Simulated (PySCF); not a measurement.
**Bond length, frequency and bond energy of SiC⁺ by level of theory**

State: ⁴Σ⁻ (quartet), unpaired electrons σ ↑, π ↑↑. Set-up: basis Si 6-311G(d,p), C 6-311G(d,p); no relativity; PySCF 2.14. De refers to Si⁺ + C in their high-spin ground configurations, without counterpoise correction. The functionals are run spin-unrestricted. A positive dipole points towards C; it is taken about the centre of mass and depends on that origin.

```csv
Level,Re (Å),ωe (cm⁻¹),De (eV),μ (D),"CPU s a point (SCF and correlation, without the integrals)"
UHF,1.784,938,2.55,-1.05,0.11
UHF-MP2,1.805,890,3.21,n/a,0.16
UHF-SCS-MP2,1.802,895,2.88,n/a,n/a
UHF-CCSD,1.812,872,3.12,n/a,n/a
UHF-CCSD(T),1.819,850,3.25,n/a,1.2
PBE,1.845,780,3.97,-1.16,0.51
r²SCAN,1.826,824,3.85,-0.96,0.77
M06-L,1.815,858,4.00,-0.89,0.78
PBE0,1.818,842,3.67,-1.12,0.71
M06-2X,1.809,858,3.61,-1.24,0.87
B2PLYP,1.821,831,3.31,-1.28,0.48
```

Task: Which functional lies closest to UHF-CCSD(T) in De, which farthest, and by how much do they differ from it?

Result: Closest is B2PLYP (+0.2 pm in Re, -2.2 % in ωe, +0.06 eV in De against UHF-CCSD(T) in the same basis), farthest M06-L (-0.4 pm in Re, +0.9 % in ωe, +0.75 eV in De). CCSD(T) converges more slowly with the basis than the functionals do and binds too weakly in this one, so the order can change at the basis-set limit.

Task: What does the step from GGA to meta-GGA do here, going from PBE to r²SCAN?

Result: r²SCAN less PBE: -1.9 pm in Re, +5.6 % in ωe, -0.12 eV in De. 

Task: What does second-order correlation do here, going from UHF to UHF-MP2?

Result: UHF-MP2 less UHF: +2.1 pm in Re, -5.1 % in ωe, +0.66 eV in De. Correlation nearly always deepens the well. The bond lengthens, as in strong covalent bonds, where excitations into antibonding orbitals dominate.

Correlated steps freeze 6 core orbitals. For an ion De counts to the pair picked by the measured ionisation energies or electron affinities, which need not be the lowest pair at this level. B2PLYP dipoles, levels and charges come from its SCF part alone. The CCSD T1 diagnostic is raised, a sign that a single reference may not be enough here. The state is the lowest determinant that a PBE0 search found; another state may lie lower at other levels.

The whole job (state search and all levels along the bond) took about 1.5 min on 1 thread of Arm Neoverse V1 (shared host), peak memory 0.5 GiB.
